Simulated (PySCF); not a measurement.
Compound: C₄H₉FO.
SMILES with atom numbers: `[CH3:1][C@@H:2]([CH2:3][OH:4])[CH2:5][F:6]` (hydrogens: H7, H8, H9 on C1; H10 on C2; H11, H12 on C3; H13 on O4; H14, H15 on C5)

Computed geometry: GFN2-xTB, gas phase.

**Question.** List the bond lengths, angles and torsions at this level.

**Answer.** 
```tsv
bond	length (bohr)	order
C1–C2	2.884	single
C2–C3	2.894	single
C3–O4	2.667	single
C2–C5	2.885	single
C5–F6	2.598	single
C1–H7, C1–H8, C1–H9	2.054	single
C2–H10	2.070	single
C3–H11	2.080	single
C3–H12	2.077	single
O4–H13	1.818	single
C5–H14	2.065	single
C5–H15	2.069	single
```

Bonds in one row agree within 0.02 bohr and their mean is given. Orders are formal, as drawn. A selection of angles:
```tsv
angle	degrees
C2–C1–H7	110.0
H7–C1–H8	108.8
C1–C2–C3	111.1
C1–C2–C5	110.5
C1–C2–H10	109.5
C3–C2–C5	109.3
C3–C2–H10	108.1
C5–C2–H10	108.3
C2–C3–O4	109.2
C2–C3–H11	109.6
C2–C3–H12	109.0
O4–C3–H11	110.2
O4–C3–H12	110.6
H11–C3–H12	108.3
C3–O4–H13	109.0
C2–C5–F6	110.4
C2–C5–H14	110.9
C2–C5–H15	111.4
F6–C5–H14	107.2
F6–C5–H15	106.6
H14–C5–H15	110.2
```

Dihedral angles: C1–C2–C3–O4 65° (synclinal); C1–C2–C5–F6 66° (synclinal); H13–O4–C3–C2 -176° (antiperiplanar).

Of the pairs four or more bonds apart, O4···H9 is among the closest relative to their van der Waals radii: 2.57 Å, 95 % of the sum of Bondi's values.

Point group: C1 (no symmetry element, even within 0.4 Å). No GFN2-xTB frequencies stand behind this structure, so it isn't proved a minimum. The numbers are those of one conformer (C1–C2–C3–O4 65°, C2–C3–O4–H -176°, C1–C2–C5–F6 66°).
